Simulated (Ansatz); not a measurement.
Reaction (isomerisation): `C=C(C)CCC` → `C/C=C(\C)CC`

Calculated with Ansatz (gas phase, PBE0-D4/def2-TZVP geometries, no zero-point term in ΔE). CBS: MP2 limit from def2 TZ/QZ plus the TZ coupled-cluster correction, frozen cores. DFT in def2-TZVPP. One conformer a species, not always the lowest.

`C=C(C)CCC`:

Cartesian coordinates in Å:
```
C -2.295 0.726 -0.031
C -1.167 0.217 -0.515
C -1.170 -0.820 -1.594
C 0.175 0.657 -0.007
C 0.964 -0.442 0.701
C 2.293 0.060 1.239
H -3.265 0.409 -0.397
H -2.285 1.482 0.748
H -2.182 -1.032 -1.942
H -0.571 -0.491 -2.451
H -0.728 -1.758 -1.246
H 0.042 1.500 0.679
H 0.774 1.029 -0.849
H 1.142 -1.274 0.012
H 0.357 -0.844 1.519
H 2.846 -0.735 1.745
H 2.145 0.872 1.957
H 2.924 0.445 0.434
```

`C/C=C(\C)CC`:

Cartesian coordinates in Å:
```
C -1.137 2.279 -0.466
C -0.756 1.100 0.364
C -0.270 -0.074 -0.041
C -0.017 -0.437 -1.471
C 0.066 -1.140 0.964
C 1.548 -1.498 1.013
H -2.187 2.545 -0.305
H -0.994 2.116 -1.534
H -0.549 3.158 -0.183
H -0.896 1.230 1.436
H -0.486 -1.398 -1.708
H 1.053 -0.556 -1.666
H -0.399 0.304 -2.172
H -0.508 -2.046 0.729
H -0.261 -0.812 1.955
H 1.741 -2.252 1.780
H 2.152 -0.617 1.245
H 1.900 -1.903 0.061
```

| level | ΔE (eV) |
| --- | --- |
| r2SCAN-D4 | -0.05 |
| r2SCANh-D4 | -0.05 |
| r2SCANh | -0.05 |
| HF/CBS(def2) | 0.02 |

**Question.** What does CCSD(T)/CBS give? (Estimate.)

**Answer.** Computed: -0.02 eV. The listed levels differ from it by -0.03, -0.03, -0.03, 0.04 eV.

Largest T1 diagnostic among the species: 0.009.

In def2-TZVPP, CCSD(T) changes the Hartree–Fock value by −0.04 eV (the triples alone add −0.01 eV) and MP2 by −0.06 eV. Leaving LDA and LC-ωPBE aside and taking each functional with its dispersion term where it has one, the values, not all of them listed here, spread over 0.05 eV, from PBE-D4 to ωB97X-V.
